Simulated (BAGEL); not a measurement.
# SiH3Cl (chlorosilane), step by step

Aim: the energy (HF/6-31G*), then a single-point energy (NEVPT2(2,2)/6-31G*), then a single-point energy (CASPT2(2,2)/6-31G*) of SiH3Cl (chlorosilane). 

The results are computed with BAGEL 1.2.2.

## Step 1: The structure to begin with

SiH3Cl has 5 atoms, charge 0, and is taken as a singlet. As SMILES, `[SiH3]Cl`. One bond was lengthened or shortened from a relaxed shape.

Bond lengths: Si1–Cl2 2.362 Å, Si1–H3 1.481 Å, Si1–H4 1.481 Å, Si1–H5 1.481 Å. Angles: Cl2–Si1–H3 108.5°, Cl2–Si1–H4 108.5°, Cl2–Si1–H5 108.5°, H3–Si1–H4 110.4°, H3–Si1–H5 110.4°, H4–Si1–H5 110.4°.

## Step 2: A single-point energy at HF/6-31G(d) (density fitting with svp-jkfit, spherical functions) (run 1)

input.json

```json
{ "bagel" : [

{
  "title" : "molecule",
  "basis" : "6-31gs.json",
  "df_basis" : "svp-jkfit",
  "angstrom" : true,
  "geometry" : [
    { "atom" : "Si", "xyz" : [   -0.404586,    0.098426,   -0.085028 ] },
    { "atom" : "Cl", "xyz" : [    1.838300,   -0.513500,    0.329900 ] },
    { "atom" : "H", "xyz" : [   -1.243486,   -0.408474,    1.024972 ] },
    { "atom" : "H", "xyz" : [   -0.827286,   -0.505874,   -1.369028 ] },
    { "atom" : "H", "xyz" : [   -0.483386,    1.575226,   -0.158828 ] }
  ]
},
{
  "title" : "hf"
},
{
  "title" : "print",
  "file" : "orbitals.molden",
  "orbitals" : true
}

]}
```

The basis set 6-31G* is read from a file made from the Basis Set Exchange's data (not shown).

The run is started by

```bash
$ BAGEL_NUM_THREADS=1 BAGEL input.json > input.out
```

Output:

```text
* using 1 threads per process

  ===============================================================
  ===============================================================

  *** Geometry ***

  { "atom" : "Si", "xyz" : [     -0.764557,      0.185998,     -0.160680 ] },
  { "atom" : "Cl", "xyz" : [      3.473884,     -0.970374,      0.623421 ] },
  { "atom" : "H", "xyz" : [     -2.349848,     -0.771904,      1.936916 ] },
  { "atom" : "H", "xyz" : [     -1.563344,     -0.955963,     -2.587088 ] },
  { "atom" : "H", "xyz" : [     -0.913467,      2.976746,     -0.300141 ] },

  Number of auxiliary basis functions:      310

  Since a DF basis is specified, we compute 2- and 3-index integrals:
    o Being stored without compression. Storage requirement is 0.004 GB

  Number of basis functions:       42
  Number of electrons      :       34

    * METHOD: MOLECULE                             0.06

  *** RHF ***

  === Nuclear Repulsion ===
    77.5302501520

      * DIIS with orbital gradients will be used.

  === RHF iteration (6-31gs.json) ===
      0       -750.10015048          0.01383498           0.01
      1       -750.15182947          0.00483064           0.01
      2       -750.15896214          0.00126561           0.01
      3       -750.15944469          0.00012153           0.01
      4       -750.15945029          0.00003515           0.01
      5       -750.15945087          0.00001074           0.01
      6       -750.15945095          0.00000278           0.01
      7       -750.15945096          0.00000032           0.01
      8       -750.15945096          0.00000003           0.01
      9       -750.15945096          0.00000001           0.01
    * SCF iteration converged.

    * Permanent dipole moment:
           (    1.322337,    -0.360823,     0.244717) a.u.

    * METHOD: HF                                   0.17

    * METHOD: PRINT                                0.00

  ===============================================================
```

Run time: 0.48 s. Hardware: 1 thread of Arm Neoverse V2, shared host; peak memory 0.14 GiB.

## Step 3: The energy at NEVPT2(2,2)/6-31G(d) (density fitting with svp-jkfit, spherical functions) (run 2)

input.json

```json
{ "bagel" : [

{
  "title" : "molecule",
  "basis" : "6-31gs.json",
  "df_basis" : "svp-jkfit",
  "angstrom" : true,
  "geometry" : [
    { "atom" : "Si", "xyz" : [      -0.404586,       0.098426,      -0.085028 ] },
    { "atom" : "Cl", "xyz" : [       1.838300,      -0.513500,       0.329900 ] },
    { "atom" : "H", "xyz" : [      -1.243486,      -0.408474,       1.024972 ] },
    { "atom" : "H", "xyz" : [      -0.827286,      -0.505874,      -1.369028 ] },
    { "atom" : "H", "xyz" : [      -0.483386,       1.575226,      -0.158828 ] }
  ]
},

{
  "title" : "hf"
},

{
  "title" : "nevpt2",
  "nstate" : 1,
  "nact" : 2,
  "nclosed" : 16,
  "nspin" : 0,
  "active" : [15, 18],
  "maxiter" : 200,
  "natocc" : true,
  "ncore" : 10
},

{
  "title" : "print",
  "file" : "orbitals.molden",
  "orbitals" : true
}

]}
```

The basis set 6-31G* is read from a file made from the Basis Set Exchange's data (not shown).

The run is started by

```bash
$ BAGEL_NUM_THREADS=1 BAGEL input.json > input.out
```

Output:

```text
* using 1 threads per process

  ===============================================================
  ===============================================================

  *** Geometry ***

[... 29 lines left out ...]
    * SCF iteration converged.
[... 1 line left out ...]
    * Permanent dipole moment:
[... 28 lines left out ...]
    * Second-order optimization converged. *
[... 9 lines left out ...]
     * ci vector, state   0, <S^2> = 0.0000
       2.     0.9925708556
       .2    -0.1216679768

  === DF-NEVPT2 calculation ===

    * 3-index integral transformation done
    * assembly done

      NEVPT2 correlation energy:   -0.1912259338      0.01

          (+0)     -0.1187882322
          (+0)'    -0.0219551433
          (+1)     -0.0109121355
          (+1)'    -0.0000000000
          (+2)     -0.0008381723
          (-1)     -0.0340078312
          (-1)'     0.0000000000
          (-2)     -0.0047244195

      NEVPT2 total energy:       -750.3642967033

    * METHOD: NEVPT2                               0.86

    * METHOD: PRINT                                0.00

  ===============================================================
```

It took 1.3 s on 1 thread of Arm Neoverse V2, shared host; peak memory 0.14 GiB.

## Step 4: A single-point energy at CASPT2(2,2)/6-31G(d) (density fitting with svp-jkfit, spherical functions) (run 3)

job.json

```json
{ "bagel": [

{
  "title": "molecule",
  "basis": "6-31gs.json",
  "df_basis": "svp-jkfit",
  "angstrom": true,
  "geometry": [
    { "atom": "Si", "xyz": [   -0.404586,    0.098426,   -0.085028 ] },
    { "atom": "Cl", "xyz": [    1.838300,   -0.513500,    0.329900 ] },
    { "atom": "H", "xyz": [   -1.243486,   -0.408474,    1.024972 ] },
    { "atom": "H", "xyz": [   -0.827286,   -0.505874,   -1.369028 ] },
    { "atom": "H", "xyz": [   -0.483386,    1.575226,   -0.158828 ] }
  ]
},
{ "title": "hf" },
{ "title": "casscf", "nstate": 1, "nact": 2, "nclosed": 16, "active": [15, 18], "maxiter": 200, "natocc": true },
{ "title": "print", "file": "orbitals.molden", "orbitals": true },
{ "title": "smith", "method": "caspt2", "ms": true, "xms": true, "sssr": true, "shift": 0.2, "shift_imag": true, "ncore": 10 }

]}
```

The basis set 6-31G* is read from a file made from the Basis Set Exchange's data (not shown).

The run is started by

```bash
$ BAGEL_NUM_THREADS=1 BAGEL job.json > job.out
```

Output:

```text
* using 1 threads per process

  ===============================================================
  ===============================================================

  *** Geometry ***

[... 31 lines left out ...]
    * Permanent dipole moment:
[... 37 lines left out ...]
     * ci vector, state   0, <S^2> = 0.0000
[... 21 lines left out ...]
       #      aibj      arbs      arbi      airj      risj      airs      arst      rist         Etot      error   time
[... 9 lines left out ...]
      ------------------------------------------------------------------------------------------------------------------

    * CASPT2 energy : state  0     -750.3644606644
        w/o shift correction       -750.3631701408
        reference weight              0.9302093945

    * METHOD: SMITH                                0.08

  ===============================================================
```

It took 1.5 s on 1 thread of Arm Neoverse V2, shared host; peak memory 0.14 GiB.

## Step 5: Results

| quantity | value |
| --- | --- |
| run 1, HF/6-31G*: total energy | -750.15945 Eh |
| run 1, HF/6-31G*: dipole moment | 3.54 D |
| run 1, HF/6-31G*: HOMO energy | -11.93 eV |
| run 1, HF/6-31G*: LUMO energy | 1.90 eV |
| run 1, HF/6-31G*: HOMO–LUMO gap | 13.82 eV |
| run 2, NEVPT2(2,2)/6-31G*: total energy | -750.36430 Eh |
| run 3, CASPT2(2,2)/6-31G*: total energy | -750.36446 Eh |
